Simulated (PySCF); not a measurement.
# CHFO (formyl fluoride) at PBE/STO-6G

Aim: the vertical singlet–triplet gap of CHFO (formyl fluoride) at PBE/STO-6G, from 2 runs. Input form: a Python script.

Program for the calculation: PySCF 2.14.0.

4 further runs of the same task are left out: 4 set aside as unsound or not needed.

## (1) Starting point

CHFO: 4 atoms, total charge 0, spin state singlet. SMILES: `O=CF`. Geometry: relaxed at PBE0-D4/def2-TZVP.

Bond lengths: O1–C2 1.174 Å, C2–F3 1.336 Å, C2–H4 1.097 Å. Angles: O1–C2–F3 122.9°, O1–C2–H4 127.8°, F3–C2–H4 109.3°.

## (2) A single-point energy at PBE/STO-6G

Input file geometry.xyz:

```xyz
4
CHFO
O     -0.889340     0.201180     0.827740
C     -0.046400     0.067520     0.021620
F      0.585200    -1.091810    -0.181820
H      0.350540     0.823120    -0.667550
```

Input file calc.py:

```python
# formyl fluoride
from pyscf import gto, dft

mol = gto.Mole()
mol.atom = 'geometry.xyz'
mol.verbose = 4
mol.basis = 'sto-6g'
mol.max_memory = 1860
mol.spin = 0
mol.build()

myscf = dft.RKS(mol)
myscf.xc = 'pbe'
myscf.grids.level = 5
myscf.conv_tol = 1e-10
myscf.kernel()
if not myscf.converged:
    myscf = myscf.newton().run(myscf.mo_coeff, myscf.mo_occ)

e_final = myscf.e_tot
print('Final energy', e_final)
```

Run with:

```sh
$ OMP_NUM_THREADS=1 python calc.py
```

Output:

```text
PySCF version 2.14.0

[INPUT] num. atoms = 4
[INPUT] num. electrons = 24
[INPUT] charge = 0
[INPUT] spin (= nelec alpha-beta = 2S) = 0
[INPUT] symmetry False subgroup None
[INPUT] Mole.unit = angstrom
[INPUT] Symbol           X                Y                Z      unit          X                Y                Z       unit  Magmom
[INPUT]  1 O     -0.889340000000   0.201180000000   0.827740000000 AA   -1.680609031621   0.380175101740   1.564201902347 Bohr   0.0
[INPUT]  2 C     -0.046400000000   0.067520000000   0.021620000000 AA   -0.087683292180   0.127594307931   0.040855878813 Bohr   0.0
[INPUT]  3 F      0.585200000000  -1.091810000000  -0.181820000000 AA    1.105867728095  -2.063221880061  -0.343590003968 Bohr   0.0
[INPUT]  4 H      0.350540000000   0.823120000000  -0.667550000000 AA    0.662424595705   1.555471367652  -1.261486674453 Bohr   0.0

nuclear repulsion = 67.6655038131771
number of shells = 10
number of NR pGTOs = 96
number of NR cGTOs = 16
basis = sto-6g
ecp = {}

******** <class 'pyscf.dft.rks.RKS'> ********
method = RKS
initial guess = minao
damping factor = 0
level_shift factor = 0
DIIS = <class 'pyscf.scf.diis.CDIIS'>
diis_start_cycle = 1
diis_space = 8
diis_damp = 0
SCF conv_tol = 1e-10
SCF conv_tol_grad = None
SCF max_cycles = 50
direct_scf = True
direct_scf_tol = 1e-13
XC library pyscf.dft.libxc version 7.0.0
    S. Lehtola, C. Steigemann, M. J.T. Oliveira, and M. A.L. Marques.,  SoftwareX 7, 1–5 (2018)
XC functionals = pbe
    J. P. Perdew, K. Burke, and M. Ernzerhof.,  Phys. Rev. Lett. 77, 3865 (1996)
    J. P. Perdew, K. Burke, and M. Ernzerhof.,  Phys. Rev. Lett. 78, 1396 (1997)
    J. P. Perdew, K. Burke, and M. Ernzerhof.,  Phys. Rev. Lett. 77, 3865 (1996)
    J. P. Perdew, K. Burke, and M. Ernzerhof.,  Phys. Rev. Lett. 78, 1396 (1997)
radial grids:
    Treutler-Ahlrichs [JCP 102, 346 (1995); DOI:10.1063/1.469408] (M4) radial grids

becke partition: Becke, JCP 88, 2547 (1988); DOI:10.1063/1.454033
pruning grids: <function nwchem_prune>
grids dens level: 5
symmetrized grids: False
atomic radii adjust function: <function treutler_atomic_radii_adjust>
small_rho_cutoff = 0
Set gradient conv threshold to 1e-05
Initial guess from minao.
tot grids = 153376
init E= -213.102669959029
  HOMO = -0.311219256532127  LUMO = -0.0203638432595702  gap/eV = 7.91458
cycle= 1 E= -212.388661059654  delta_E= 0.714  |g|= 0.776  |ddm|= 2.72
  HOMO = -0.0177534748734097  LUMO = 0.131428389087644  gap/eV = 4.05945
cycle= 2 E= -211.469146193205  delta_E= 0.92  |g|= 2.04  |ddm|= 2.97
  HOMO = -0.0993757577620866  LUMO = 0.0484926854344039  gap/eV = 4.02371
cycle= 3 E= -212.422624810156  delta_E= -0.953  |g|= 0.746  |ddm|=  2.5
  HOMO = -0.134119469738861  LUMO = 0.0612373670219041  gap/eV = 5.31593
cycle= 4 E= -212.575838163149  delta_E= -0.153  |g|= 0.112  |ddm|= 0.944
  HOMO = -0.142289505989522  LUMO = 0.0536243421156395  gap/eV = 5.33109
cycle= 5 E= -212.579461069668  delta_E= -0.00362  |g|= 0.0112  |ddm|= 0.126
  HOMO = -0.143275497806862  LUMO = 0.0530384078877303  gap/eV = 5.34197
cycle= 6 E= -212.579498050216  delta_E= -3.7e-05  |g|= 0.00241  |ddm|= 0.0142
  HOMO = -0.143280494019082  LUMO = 0.0531630844030963  gap/eV = 5.34550
cycle= 7 E= -212.579499509691  delta_E= -1.46e-06  |g|= 0.000723  |ddm|= 0.0022
  HOMO = -0.143362008619826  LUMO = 0.0531149229286695  gap/eV = 5.34641
cycle= 8 E= -212.579499658211  delta_E= -1.49e-07  |g|= 4.14e-05  |ddm|= 0.000773
  HOMO = -0.14336418524293  LUMO = 0.0531144200312691  gap/eV = 5.34646
cycle= 9 E= -212.579499658739  delta_E= -5.27e-10  |g|= 1.96e-06  |ddm|= 5.28e-05
  HOMO = -0.143364080264322  LUMO = 0.0531144656269632  gap/eV = 5.34645
cycle= 10 E= -212.57949965874  delta_E= -1.31e-12  |g|= 1.58e-07  |ddm|= 2.39e-06
  HOMO = -0.143364033454842  LUMO = 0.0531144841058729  gap/eV = 5.34645
Extra cycle  E= -212.57949965874  delta_E= 1.14e-13  |g|= 5.2e-07  |ddm|= 8.13e-07
converged SCF energy = -212.57949965874
Final energy -212.5794996587399
```

It took 4.5 s on 1 thread of Intel Xeon Platinum 8259CL at 2.50GHz (Skylake/Cascade Lake), shared host; peak memory 0.19 GiB.

## (3) The triplet at the same level

Input file job.py:

```python
from pyscf import gto, dft

mol = gto.M(
    atom=[
    ('O', (-0.889340, 0.201180, 0.827740)),
    ('C', (-0.046400, 0.067520, 0.021620)),
    ('F', (0.585200, -1.091810, -0.181820)),
    ('H', (0.350540, 0.823120, -0.667550)),
],
    verbose=4,
    spin=2,
    charge=0,
    basis='sto-6g',
    max_memory=1860,
)

myscf = dft.UKS(mol, xc='pbe')
myscf.conv_tol = 1e-10
myscf.grids.level = 5
myscf.kernel()
if not myscf.converged:
    myscf = myscf.newton().run(myscf.mo_coeff, myscf.mo_occ)

e_final = myscf.e_tot
print('Final energy', e_final)
```

Run with:

```sh
$ OMP_NUM_THREADS=1 python job.py
```

Output:

```text
PySCF version 2.14.0

[INPUT] num. atoms = 4
[INPUT] num. electrons = 24
[INPUT] charge = 0
[INPUT] spin (= nelec alpha-beta = 2S) = 2
[INPUT] symmetry False subgroup None
[INPUT] Mole.unit = angstrom
[INPUT] Symbol           X                Y                Z      unit          X                Y                Z       unit  Magmom
[INPUT]  1 O     -0.889340000000   0.201180000000   0.827740000000 AA   -1.680609031621   0.380175101740   1.564201902347 Bohr   0.0
[INPUT]  2 C     -0.046400000000   0.067520000000   0.021620000000 AA   -0.087683292180   0.127594307931   0.040855878813 Bohr   0.0
[INPUT]  3 F      0.585200000000  -1.091810000000  -0.181820000000 AA    1.105867728095  -2.063221880061  -0.343590003968 Bohr   0.0
[INPUT]  4 H      0.350540000000   0.823120000000  -0.667550000000 AA    0.662424595705   1.555471367652  -1.261486674453 Bohr   0.0

nuclear repulsion = 67.6655038131771
number of shells = 10
number of NR pGTOs = 96
number of NR cGTOs = 16
basis = sto-6g
ecp = {}

******** <class 'pyscf.dft.uks.UKS'> ********
method = UKS
initial guess = minao
damping factor = 0
level_shift factor = 0
DIIS = <class 'pyscf.scf.diis.CDIIS'>
diis_start_cycle = 1
diis_space = 8
diis_damp = 0
SCF conv_tol = 1e-10
SCF conv_tol_grad = None
SCF max_cycles = 50
direct_scf = True
direct_scf_tol = 1e-13
number electrons alpha = 13  beta = 11
XC library pyscf.dft.libxc version 7.0.0
    S. Lehtola, C. Steigemann, M. J.T. Oliveira, and M. A.L. Marques.,  SoftwareX 7, 1–5 (2018)
XC functionals = pbe
    J. P. Perdew, K. Burke, and M. Ernzerhof.,  Phys. Rev. Lett. 77, 3865 (1996)
    J. P. Perdew, K. Burke, and M. Ernzerhof.,  Phys. Rev. Lett. 78, 1396 (1997)
    J. P. Perdew, K. Burke, and M. Ernzerhof.,  Phys. Rev. Lett. 77, 3865 (1996)
    J. P. Perdew, K. Burke, and M. Ernzerhof.,  Phys. Rev. Lett. 78, 1396 (1997)
radial grids:
    Treutler-Ahlrichs [JCP 102, 346 (1995); DOI:10.1063/1.469408] (M4) radial grids

becke partition: Becke, JCP 88, 2547 (1988); DOI:10.1063/1.454033
pruning grids: <function nwchem_prune>
grids dens level: 5
symmetrized grids: False
atomic radii adjust function: <function treutler_atomic_radii_adjust>
small_rho_cutoff = 0
Set gradient conv threshold to 1e-05
tot grids = 153376
init E= -213.102669959029
[... the frontier-level lines of each cycle are left out ...]


cycle= 1 E= -212.315391723942  delta_E= 0.787  |g|=  0.3  |ddm|= 2.16


cycle= 2 E= -212.238944252646  delta_E= 0.0764  |g|= 0.481  |ddm|= 1.17


cycle= 3 E= -212.288905791627  delta_E= -0.05  |g|= 0.337  |ddm|= 1.02


cycle= 4 E= -212.378251430084  delta_E= -0.0893  |g|= 0.0928  |ddm|= 1.02


cycle= 5 E= -212.384312035945  delta_E= -0.00606  |g|= 0.0252  |ddm|= 0.112


cycle= 6 E= -212.384724202296  delta_E= -0.000412  |g|= 0.00695  |ddm|= 0.0492


cycle= 7 E= -212.384774704029  delta_E= -5.05e-05  |g|= 0.000633  |ddm|= 0.0288


cycle= 8 E= -212.384775098096  delta_E= -3.94e-07  |g|= 0.000113  |ddm|= 0.00125


cycle= 9 E= -212.38477511397  delta_E= -1.59e-08  |g|= 1.76e-05  |ddm|= 0.000495


cycle= 10 E= -212.384775114332  delta_E= -3.62e-10  |g|= 3.25e-06  |ddm|= 5.44e-05


cycle= 11 E= -212.384775114341  delta_E= -9.04e-12  |g|= 4.57e-07  |ddm|= 7.01e-06


Extra cycle  E= -212.38477511434  delta_E= 3.41e-13  |g|= 7.91e-07  |ddm|= 1.97e-06
converged SCF energy = -212.38477511434  <S^2> = 2.0008841  2S+1 = 3.0005893
Final energy -212.3847751143403
```

Run time: 6.6 s. Hardware: 1 thread of Intel Xeon Platinum 8259CL at 2.50GHz (Skylake/Cascade Lake), shared host; peak memory 0.19 GiB.

## (4) Results

Level: PBE/STO-6G.

| quantity | value |
| --- | --- |
| singlet: total energy | -212.57950 Eh |
| singlet: dipole moment | 1.32 D |
| singlet: HOMO energy | -3.90 eV |
| singlet: LUMO energy | 1.45 eV |
| singlet: HOMO–LUMO gap | 5.35 eV |
| triplet: total energy | -212.38478 Eh |
| triplet: dipole moment | 0.74 D |
| triplet: ⟨S²⟩ | 2.001 |
| vertical energy of the triplet above the singlet | 5.299 eV |

At this shape the triplet lies 5.30 eV (122 kcal/mol) above the singlet. In a minimal basis such a difference can be off by several eV, whatever the method. Mulliken charges (singlet) run from -0.20 on O1 to +0.16 on C2.
